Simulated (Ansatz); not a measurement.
## How well does each level of theory give the equilibrium lattice constant a of diamond?

Reference value: 3.553 Å (measured, static lattice: zero-point anharmonic expansion removed, sources range from 3.543 to 3.555; as tabulated in Mejia-Rodriguez and Trickey (2018), arXiv:1807.09216).

Problem. Put these levels in order of the equilibrium lattice constant a that they give for diamond, smallest first: HSE06 (Ansatz, a program for electronic structure), LDA (Ansatz), rVV10 (Ansatz), r²SCAN (Ansatz).

Solution. LDA (3.532 Å), HSE06 (3.546 Å), r²SCAN (3.560 Å), rVV10 (3.585 Å)

Errors against the reference: LDA -0.59 %, rVV10 +0.90 %, r²SCAN +0.20 %, HSE06 -0.20 %.

Cutoffs and k meshes differ between the levels. Ansatz's density-functional and Hartree–Fock values are scalar-relativistic unless marked +SOC, with PAW data made under PBE.

Differences are worked out from the printed values.
